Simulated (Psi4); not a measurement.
# Two attempts at CH5N (methylamine)

Wanted: the energy of CH5N (methylamine), B97-3c/def2-mTZVP (ddPCM water).

Program for the calculation: Psi4 1.11.

## Step 1: The system as given

CH5N has 7 atoms, charge 0, and is taken as a singlet. SMILES: `CN`. Geometry: relaxed at PBE0-D4/def2-TZVP.

Bond lengths: C1–N2 1.453 Å, C1–H3 1.100 Å, C1–H4 1.092 Å, C1–H5 1.092 Å, N2–H6 1.012 Å, N2–H7 1.012 Å. Angles: C1–N2–H6 110.6°, C1–N2–H7 110.6°, N2–C1–H3 115.4°, N2–C1–H4 109.4°, N2–C1–H5 109.4°, H6–N2–H7 106.7°, H3–C1–H4 107.7°, H3–C1–H5 107.7°, H4–C1–H5 106.9°.

## Step 2: The input as first written

Contents of ch5n.sdf:

```

     RDKit          3D

  7  6  0  0  0  0  0  0  0  0999 V2000
   -0.4738   -0.1384   -0.2815 C   0  0  0  0  0  0  0  0  0  0  0  0
    0.8016    0.3909    0.1705 N   0  0  0  0  0  0  0  0  0  0  0  0
   -0.9844   -0.8064    0.4275 H   0  0  0  0  0  0  0  0  0  0  0  0
   -0.3272   -0.6907   -1.2125 H   0  0  0  0  0  0  0  0  0  0  0  0
   -1.1505    0.6893   -0.5055 H   0  0  0  0  0  0  0  0  0  0  0  0
    1.4480   -0.3606    0.3735 H   0  0  0  0  0  0  0  0  0  0  0  0
    0.6863    0.9158    1.0279 H   0  0  0  0  0  0  0  0  0  0  0  0
  2  1  1  0
  3  1  1  0
  4  1  1  0
  5  1  1  0
  6  2  1  0
  7  2  1  0
M  END
$$$$
```

Contents of calc.py:

```python
import psi4
from rdkit import Chem

psi4.set_memory('10 MB')
psi4.set_num_threads(1)
psi4.core.set_output_file('output.dat', False)

rd = Chem.SDMolSupplier('ch5n.sdf', removeHs=False, sanitize=False)[0]
xyz = rd.GetConformer().GetPositions()
atoms = '\n'.join(f'{a.GetSymbol()} {x:.4f} {y:.4f} {z:.4f}' for a, (x, y, z) in zip(rd.GetAtoms(), xyz))
m = psi4.geometry('0 1\n' + atoms + '\nsymmetry c1')

psi4.set_options({
    'reference': 'rks',
    'scf_type': 'direct',
    'ddx': True,
    'ddx_model': 'pcm',
    'ddx_solvent': 'water',
    'ddx_radii_set': 'uff',
})

result = psi4.energy('b97-3c')
print('E =', round(result, 9))
```

Run with:

```bash
$ python calc.py
```

stdout:

```text
psi4.driver.p4util.exceptions.ValidationError: set_memory(): Requested 9.54 MiB (10.0 MB); minimum 250 MiB (263 MB). Please, sir, I want some more.
```

Run time: 0.66 s. Hardware: 1 thread of Intel Xeon 6975P-C (Granite Rapids), shared host; peak memory 0.16 GiB.

## Step 3: Reading the log

The program refused the input.

The telling line is `psi4.driver.p4util.exceptions.ValidationError: set_memory(): Requested 9.54 MiB`. The cause is that too little memory is allowed.

## Step 4: The mended input

Contents of ch5n.xyz:

```xyz
7
CH5N
C     -0.473800    -0.138400    -0.281500
N      0.801600     0.390900     0.170500
H     -0.984400    -0.806400     0.427500
H     -0.327200    -0.690700    -1.212500
H     -1.150500     0.689300    -0.505500
H      1.448000    -0.360600     0.373500
H      0.686300     0.915800     1.027900
```

Contents of ch5n.py:

```python
import psi4

psi4.set_memory('1600 MB')
psi4.set_num_threads(1)
psi4.set_output_file('run.log', False)

with open('ch5n.xyz') as f:
    atoms = ''.join(f.readlines()[2:])
m = psi4.geometry('0 1\n' + atoms + 'symmetry c1')

psi4.set_options({
    'reference': 'rks',
    'scf_type': 'direct',
    'df_scf_guess': False,
    'ddx': True,
    'ddx_model': 'pcm',
    'ddx_solvent': 'water',
    'ddx_radii_set': 'uff',
})

result = psi4.energy('B97-3C', molecule=m)
print('E =', round(result, 9))
```

Run with:

```bash
$ python ch5n.py
```

run.log:

```text
[...]
  Running in c1 symmetry.
[...]
  Nuclear repulsion =   42.140878598199343
[...]
  Multiplicity = 1
[...]
  Nalpha       = 9
  Nbeta        = 9
[...]
    Number of basis functions: 53
[...]
   @RKS iter   1:   -95.38996422746303   -5.95247e-02   1.81927e-02 DIIS/ADIIS
[...]
   @RKS iter   8:   -95.81429930423195   -4.89790e-09   3.49840e-07 DIIS
[...]
    Orbital Energies [Eh]
    ---------------------
    Doubly Occupied:
       1A    -13.965719     2A     -9.903523     3A     -0.803949
       4A     -0.597418     5A     -0.442684     6A     -0.394759
       7A     -0.358043     8A     -0.323292     9A     -0.198037
[...]
  @RKS Final Energy:   -95.81429930423195
   => Energetics <=
    Nuclear Repulsion Energy =             42.1408785981993432
    One-Electron Energy =                -211.8775728178279678
    Two-Electron Energy =                  88.0788834217153180
    DFT Exchange-Correlation Energy =     -14.1291840997779996
    Empirical Dispersion Energy =          -0.0215501766170928
    VV10 Nonlocal Energy =                  0.0000000000000000
    DD Solvation Energy =                 -0.0057542299235603
    Total Energy =                        -95.8142993042319517
[...]
 Multipole Moments:
 ------------------------------------------------------------------------------------
     Multipole            Electronic (a.u.)      Nuclear  (a.u.)        Total (a.u.)
 ------------------------------------------------------------------------------------
 L = 1.  Multiply by 2.5417464519 to convert [e a0] to [Debye]
 Dipole X            :          0.8864668           -1.0956830           -0.2092162
 Dipole Y            :          0.3781326           -0.7749266           -0.3967940
 Dipole Z            :          0.2940222            0.2360722            0.5300944
 Magnitude           :                                                    0.6944184
[...]
```

On the terminal:

```text
E = -95.814299304
```

Wall time 7.2 s (1 thread of Intel Xeon 6975P-C (Granite Rapids), shared host); peak memory 0.46 GiB.

## Step 5: What came out

At B97-3c/def2-mTZVP (ddPCM water):

| quantity | value |
| --- | --- |
| total energy | -95.81430 Eh |
| dipole moment | 1.77 D |
| HOMO energy | -5.39 eV |
| LUMO energy | 0.81 eV |
| HOMO–LUMO gap | 6.20 eV |
| solvent term in the energy | -15.1 kJ/mol |
